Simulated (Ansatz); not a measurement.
# Relaxing BeCr3

These are results of Ansatz, DFT r2SCAN, scalar-relativistic, plane waves, PAW, not measurements. Cutoff 500 eV, Γ-centred k mesh, Gaussian smearing, no spin polarisation in the final step.

The start is a database structure of BeCr3, space group Pm-3m (No. 221).

```
CELL_PARAMETERS angstrom
3.51121 0.00000 0.00000
0.00000 3.51121 0.00000
0.00000 0.00000 3.51121
ATOMIC_POSITIONS crystal
Be 0.00000 0.00000 0.00000
Cr 0.00000 0.50000 0.50000
Cr 0.50000 0.00000 0.50000
Cr 0.50000 0.50000 0.00000
```

Steps on the 6×6×6 mesh (4 atoms). 3 of 4 steps are shown, and the free energy counts from the last. Trial steps that were taken back and renewals of the plane-wave basis can be among the rows.

| step | ΔF (meV/atom) | V (Å³/atom) | P (GPa) |
| --- | --- | --- | --- |
| 1 | 3.3 | 10.82 | -4.62 |
| 2 | 0.1 | 10.64 | -1.00 |
| 4 | 0.0 | 10.60 | 0.03 |

A final relaxation ran on a 14×14×14 mesh. The relaxed crystal, Pm-3m (No. 221):

Space group Pm-3m (No. 221). a = 3.487 Å, b = 3.487 Å, c = 3.487 Å, α = 90.00°, β = 90.00°, γ = 90.00°
```csv
atom,site,symmetry,x,y,z
Be,1a,m-3m,0.0000,0.0000,0.0000
Cr,3c,4/mm.m,0.0000,0.5000,0.5000
```

```
Volume per atom          : 10.60 Å³
Density                  : 6.46 g/cm³
Energy over the elements : 0.32 eV/atom
Gap on the 14×14×14 mesh : 0 eV (a metal)
```

Formation energies are uncorrected and refer to the elements' standard structures at the same level.

The final run used a 14×14×14 mesh on its 4-atom cell and 0.10 eV smearing. The k mesh leaves about 4 meV/atom of noise in metals.

A structure relaxed within its symmetry needn't be a true minimum.

Cost: 3 runs of about 2 core-minutes in all, on Arm Neoverse V1 (shared hosts).